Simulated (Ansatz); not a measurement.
A structure drawn as `FCC1(F)CC1`, with this starting geometry:

Cartesian coordinates in Å:
```
F 0.536 -0.528 1.810
C -0.650 -0.135 1.334
C -0.519 0.171 -0.109
F -1.642 0.492 -0.828
C 0.741 0.801 -0.682
C 0.462 -0.656 -0.968
H -0.986 0.735 1.845
H -1.315 -0.968 1.478
H 0.635 1.470 -1.447
H 1.547 0.980 0.027
H 1.048 -1.426 -0.475
H 0.143 -0.935 -1.985
```

The species carries charge 0 and has multiplicity 1.

**Question.** Does it keep its bonds when Ansatz relaxes it at PBE-D4/def2-SVP and then PBE0-D4/def2-TZVP?

**Answer.** Yes, every drawn bond is still there and no new one forms.

**Question.** Give the relaxed structure. (Estimate.)

**Answer.** The calculation gave: 
Z-matrix (Å, degrees):
```
C
C 1 1.501
F 1 1.378 2 109.9
H 1 1.094 2 110.2 3 -119.6
H 1 1.094 2 110.2 3 119.6
C 2 1.480 1 122.7 3 -37.4
F 2 1.370 1 109.0 3 -180.0
C 2 1.480 1 122.7 3 37.4
H 6 1.082 2 116.5 1 -140.1
H 6 1.083 2 118.0 1 4.5
H 8 1.083 2 118.0 1 -4.5
H 8 1.082 2 116.5 1 140.1
```
No frequency check was run.

Atoms count as bonded under 1.1 times the sum of their covalent radii (H–H under 0.85 Å, pairs among N, O and F under 1.55 Å), and a drawn bond as lost past 1.3 times.
